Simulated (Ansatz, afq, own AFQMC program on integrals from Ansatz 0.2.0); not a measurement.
## AFQMC, coupled cluster and functionals along a coordinate of BNH, quartet

```xyz
3

B     0.0000    0.0798    0.8638
N     0.0000   -0.1176   -0.5879
H     0.0000    0.7790   -1.0947
```

The B1–N2 distance is changed with both sides rigid. Energies in kJ/mol count from this geometry (1.465 Å) at the same level; the start stands on UHF, each point on the determinant named.

Basis cc-pVDZ. Noble-gas cores (and the filled d shells of Ga–Kr and In–Xe) are frozen. AFQMC by an in-house program on the Cholesky factors that Ansatz 0.2.0 writes for its CCSD(T) run. ph-AFQMC/CISD is guided by a CISD state made of CCSD amplitudes; releasing the constraint for a short imaginary time cuts its bias at the price of noise, slowly where states lie close. Uncertainties: one standard error, sampling alone.

Cautions, each for one point or more: lower spins were not checked; the determinant is a saddle point among determinants of its kind; the ph-AFQMC/CISD walk drifts between its halves; unrestricted determinant spin contaminated.

```json
{"r(B1–N2) / Å": "1.340", "det.": "UHF", "T1": "0.019", "weight": "0.92", "⟨S²⟩": "3.76", "CCSD(T)": "39.9", "ph-AFQMC/CISD": "38.5 ± 1.3", "released AFQMC": "–", "CCSDT(Q)": "40.2", "wB97M-V": "31.2", "B3LYP": "33.3"}
{"r(B1–N2) / Å": "2.001", "det.": "UHF", "T1": "0.031", "weight": "0.88", "⟨S²⟩": "3.85", "CCSD(T)": "103.0", "ph-AFQMC/CISD": "101.6 ± 1.4", "released AFQMC": "100.2 ± 2.3*", "CCSDT(Q)": "101.7", "wB97M-V": "126.9", "B3LYP": "118.3"}
{"r(B1–N2) / Å": "2.732", "det.": "UHF", "T1": "0.011", "weight": "0.89", "⟨S²⟩": "3.77", "CCSD(T)": "130.7", "ph-AFQMC/CISD": "130.7 ± 1.1", "released AFQMC": "–", "CCSDT(Q)": "132.0", "wB97M-V": "169.4", "B3LYP": "176.0"}
{"r(B1–N2) / Å": "3.956", "det.": "UHF", "T1": "0.010", "weight": "0.90", "⟨S²⟩": "3.77", "CCSD(T)": "135.7", "ph-AFQMC/CISD": "134.2 ± 1.3", "released AFQMC": "138.6 ± 1.9", "CCSDT(Q)": "137.4", "wB97M-V": "181.8", "B3LYP": "188.4"}
```

Weight is that of the determinant in the CISD state; at the start T1 is 0.023 and the weight 0.92, and ⟨S²⟩ is 3.76. An asterisk marks released energies that aren't shown to be converged. A dash marks a missing value, a released energy that hasn't settled or a functional that sits on another state. Largest departures from CCSDT(Q), at the points where its series has closed: CCSD(T) -1.7 kJ/mol at 3.956 (on UHF), ph-AFQMC/CISD -3.2 kJ/mol at 3.956 (on UHF), wB97M-V 44.4 kJ/mol at 3.956, B3LYP 51.0 kJ/mol at 3.956. Functionals count only at points shown to share the start's state and spin. In this small basis the wave-function levels are far from their limit, so their gap to the functionals isn't the functionals' error. In total energy ph-AFQMC/CISD lies 31 ± 10 meV above CCSDT(Q) at the start, so its agreement along the curve rests in part on cancellation.

Some points may be missing: those where a free walk finds a much lower state, and past Zn most of those on another determinant than at the start.

A walk keeps the symmetry of its determinant, which the program's search chose and which needn't be the lowest solution, so a lower state of the same spin and another symmetry isn't excluded.
